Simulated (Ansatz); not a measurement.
Abridged output of a molecular run in Ansatz:

```
Functional definition: HF
180 factors; integrals over basis functions are off by at most 2.6e-4 eV
mean field evaluation 1: about -5431.5731 eV, gradient 2.9e-2 eV
mean field evaluation 2: about -5431.5731 eV, gradient 2.9e-2 eV
mean field evaluation 4: about -5431.5731 eV, gradient 4.0e-5 eV
mean field -5431.57313704 eV, -199.6066311337 hartree, gradient 9.1e-7 eV, S^2 0.000000; 0 other end points of the search recorded, 0 dependent functions left out
1 core orbitals not correlated: weight in the atoms' cores, before any rotation towards them, 1.000 or more for the frozen orbitals, at most 0.000 for the correlated occupied ones
reference -5431.57313704 eV, -199.6066311337 hartree; 5, 5 occupied and 26, 26 virtual orbitals, 180 factors
second order -5.06254280 eV of doubles, -0.00000000 eV of singles
cycle   1  -5.30278676 eV  change   -2.4e-1 eV  update   6.0e-2
cycle   2  -5.44138136 eV  change   -1.4e-1 eV  update   2.7e-2
cycle   3  -5.44037899 eV  change    1.0e-3 eV  update   5.8e-3
cycle   4  -5.44215096 eV  change   -1.8e-3 eV  update   1.3e-3
cycle   5  -5.44235681 eV  change   -2.1e-4 eV  update   2.2e-4
cycle   6  -5.44233067 eV  change    2.6e-5 eV  update   4.9e-5
cycle   7  -5.44233751 eV  change   -6.8e-6 eV  update   1.2e-5
perturbative correction -0.05611426 eV, -0.0020621612 hartree
Total energy: -5437.07158881 eV, -199.8086955094 hartree
```

Its atoms:

Mg alone.

(1) Which basis set was used?
A. def2-TZVPPD
B. def2-TZVPP
C. def2-SVP
D. cc-pV(Q+d)Z

(2) Write the keys of the input that set method, charge and spin (a neutral closed shell needs none for the last two).

Results:

(1) B. It gives 32 functions.

(2) 
```yaml
correlation: {method: ccsd_t}
```
